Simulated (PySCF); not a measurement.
Bond stretch in CS, singlet.

- RKS-PBE = restricted PBE/cc-pVTZ (PySCF)
- RMP2/3-21G = restricted MP2 (frozen core)/3-21G (PySCF)
- UKS-B3LYP/6-311+G** = unrestricted B3LYP/6-311+G**, spherical d (PySCF)

Energies are in mEh, each relative to the lowest point of its own curve near equilibrium.

```tsv
R / Å	RKS-PBE	RMP2/3-21G	UKS-B3LYP/6-311+G**
1.23	182.5	233.8	177.8
1.31	86.8	122.3	82.5
1.36	49.1	76.4	45.5
1.43	17.0	34.3	14.6
1.47	6.9	19.2	5.4
1.53	0.1	5.6	0.0
1.57	0.0	1.2	0.8
1.63	4.7	0.0	7.0
1.69	13.7	3.5	17.4
1.79	34.7	16.7	40.8
1.91	65.1	41.1	73.8
2.05	102.5	81.0	113.3
2.30	164.9	183.2	169.5
2.53	212.9	253.7	204.4
2.77	252.7	289.6	228.6
3.07	289.4	313.1	244.5
3.35	313.6	325.8	251.5
3.71	334.4	335.1	255.7
4.17	350.0	340.8	257.8
4.58	357.8	343.0	258.5
5.38	364.9	344.2	258.8
6.12	367.2	344.6	258.9
```

At the longest distance, 6.12 Å, RKS-PBE lies highest above its minimum (367.2 mEh) and UKS-B3LYP/6-311+G** lowest (258.9 mEh).

At the longest distance RKS-PBE leaves fractional charges on the fragments, a sign of delocalisation error or of the restricted form. The restricted form behind RKS-PBE, RMP2/3-21G keeps the bonding electrons paired and can't separate into open-shell fragments. The unrestricted determinant behind UKS-B3LYP/6-311+G** is spin-contaminated at 2.05 to 6.12 Å (<S²> up to 2.0, against 0.00 for a pure singlet).
